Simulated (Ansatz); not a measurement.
Relaxed structures of BSiH₃O, singlet (PBE0-D4/def2-TZVP; forces vanish, vibrations not checked; lower isomers may exist, and structures with a doubtful reference or unclear bonds are left out; Å). Computed with Ansatz 0.2.0 (basis: def2-TZVPP); correlated methods freeze the cores.

(1) Rank them by CCSD(T) energy, lowest first, and give each one's height above the lowest. Links in brackets join atoms within 1.22 times the sum of their covalent radii (1.1 for two metals). (An estimate is asked for; the value comes from the calculation.)
A.
BSiH₃O ([BH][SiH][OH])
```
6
angstrom
B -1.4189 0.0420 -0.4266
Si 0.4147 -0.0905 -0.3430
O 1.3476 0.2236 0.9757
H -2.5607 -0.2535 -0.4825
H 1.2325 0.0725 -1.5591
H 0.9849 0.0058 1.8356
```
B.
BSiH₃O ([BH2][SiH][O])
```
6
angstrom
B -1.4076 0.2332 -0.1252
Si 0.5711 -0.0062 -0.3097
O 1.4019 -0.4583 0.8844
H -2.1528 -0.6800 -0.3141
H 1.1652 0.2780 -1.6534
H -1.8659 1.2787 0.2241
```
C.
a complex of BSiH ([H]1[B][Si]1) + H₂O
```
6
angstrom
B -0.9068 0.0002 -1.7089
Si -0.5042 0.0420 0.0522
O 1.7162 0.1932 1.3863
H 1.8062 0.9965 1.9076
H 0.4073 0.0610 -1.3737
H 1.8764 -0.5406 1.9872
```

The T1 diagnostic stays at or below 0.030. The T1 diagnostic is large here, which may signal multireference character or strong orbital relaxation, so CCSD(T) is less sure. The restricted Hartree–Fock reference is unstable towards an unrestricted one at one or more of these structures.

Answers

(1) Computed: B (0.0 kJ/mol), A (92.9 kJ/mol), C (376.1 kJ/mol). Heights count from the lowest.

For scale, one of the runs: CCSD(T)/def2-TZVPP, 146 basis functions, launched by `ansatz run in.yaml --threads 2 --pin off --events-out ev --progress --plain --max-ram 4352MiB`. Hardware: 2 CPU threads of an Arm Neoverse V1, shared host. Wall time 36 s; peak host memory 0.87 GiB.
